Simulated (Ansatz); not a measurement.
How far a parabola holds: energy against volume of fcc Cu

Results of PBE-D4 in Ansatz (plane waves, PAW) for fcc Cu. Settings: plane-wave cutoff 520 eV, 26×26×26 k mesh, Fermi–Dirac smearing 0.05 eV, no spin polarisation, scalar-relativistic PAW data made under PBE. The cell has no free parameter but its volume, all volumes share cutoff and mesh, and the runs aren't spin-polarised. Energies are free energies at the run's smearing, counted from the lowest row; static lattice.

```
V (Å³/atom)  E (meV/atom)
-----------  ------------
10.716                  ?
10.944              10.10
11.172               2.41
11.400               0.00
11.628               2.26
11.856               8.67
```

The 5 complete rows are fitted with a parabola, E against V. With u = V - 11.40, the rows have u = -0.45600, -0.22800, 0.00000, 0.22800, 0.45600. Least squares gives E = -0.008 - 1.320·u + 45.165·u². Residuals (row less fit): 0.115, -0.231, 0.008, 0.221, -0.112; standard error 0.253 (degrees of freedom: 2). The fitted curve has its minimum at V = 11.4, where E = -0.02. Its curvature is d²E/dV² = 2 × 45.165 meV/Å⁶, so B = V0·d²E/dV² × 0.1602 = 165 GPa.

Q: Predict the withheld E at V = 10.716 from the fit, and compare with the calculation.

A: u = -0.68400, so E = -0.008 - 1.320 × (-0.68400) + 45.165 × (-0.68400)² = 22.026 meV/atom. The calculation gives 23.75 meV/atom, 1.724 meV/atom above the prediction (7.3 % of the range of E in the table). The row lies outside the fitted rows, so this is an extrapolation. From the scatter of the fitted rows alone, a prediction at this place has a standard error of 0.598 meV/atom, so the miss is 2.9 times that.

The residuals are curvature that a parabola lacks, not noise. A solid that stiffens under compression and softens on expansion lies above the parabola at the compressed end and under it at the expanded end, as this row does. A third-order Birch-Murnaghan fit to the whole scan has B0 = 164 GPa. Only scans are tabulated whose curvature falls smoothly with volume, and where the parabola meets the shown rows within 5 % of their range and misses the end by 0.1 meV or more.

Measured, for comparison: bulk modulus 144 GPa (0 K value with the zero-point phonon effect removed, sources range from 140 to 145; as tabulated in Mejia-Rodriguez and Trickey (2018), arXiv:1807.09216). Computed less measured: bulk modulus +14 % (+13 % to +17 % over the range).

Ansatz is a program for electronic structure.
